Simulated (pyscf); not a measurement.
A first-order saddle from PySCF, ωB97X-D3(BJ)/def2-SVP:

```
C
N 1 1.1744
C 1 1.4823 2 154.37
H 3 1.0988 1 110.39 2 -120.35
H 3 1.0988 4 108.43 1 121.02
H 3 1.0996 4 109.34 5 119.13
C 1 2.2063 2 105.97 3 179.98
H 7 1.0918 1 101.29 2 -0.86
H 7 1.0946 8 116.64 1 -107.33
H 7 1.0946 8 116.66 9 -145.02
```
Charge 0, spin multiplicity 2.

Surface: doublet, charge 0. Lowest wavenumbers (cm⁻¹): 553i, 40, 159, 243, 362.

Problem. Name the species on either side of this saddle.

Solution. H₃C–C≡N + CH₃• <-> H₃C–C(CH₃)=N•, an addition read from left to right: none broken and C–C formed. At ωB97M-D3(BJ)/def2-TZVP it lies +0.40 eV from the left side and +1.28 eV from the right (each side as separated species at their lowest minima found). This is the saddle that the search found; another between the same sides may lie lower.
